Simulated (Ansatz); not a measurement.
`C/C=C/CF`, relaxed with RKS PBE-D4/def2-SVP in Ansatz 0.2.0 from a rough embedded geometry. The force threshold is 0.03 eV/Å; the program also tests the step.

Charge 0, multiplicity 1.

Start:

```xyz
12

C    -0.502   -1.166    1.459
C     0.273   -0.456    0.393
C    -0.269    0.443   -0.440
C     0.379    1.242   -1.430
F     1.757    0.907   -1.520
H    -1.541   -0.972    1.471
H    -0.421   -2.291    1.253
H    -0.086   -1.033    2.440
H     1.347   -0.681    0.350
H    -1.342    0.674   -0.308
H     0.394    2.302   -1.245
H     0.011    1.030   -2.424
```

Task: By how much does the energy fall, and how many steps does the optimiser take? (Best estimate.)

Result: Computed: 7.59 kcal/mol, in 5 steps, 1 of them rejected.

Task: Which bonds change most? (Best estimate.)

Result: Ansatz gave: C3–C4 from 1.428 to 1.498 Å; C1–H6 from 1.057 to 1.109 Å; C4–H11 from 1.076 to 1.117 Å; C1–H8 from 1.075 to 1.112 Å.

Task: Give the relaxed structure. (Best estimate.)

Result: Computed: 
```xyz
12

C    -0.487   -1.227    1.459
C     0.244   -0.450    0.408
C    -0.307    0.466   -0.409
C     0.452    1.230   -1.451
F     1.787    0.867   -1.497
H    -1.568   -0.980    1.484
H    -0.388   -2.322    1.294
H    -0.066   -1.033    2.469
H     1.325   -0.645    0.295
H    -1.385    0.703   -0.340
H     0.390    2.327   -1.251
H     0.002    1.063   -2.460
```
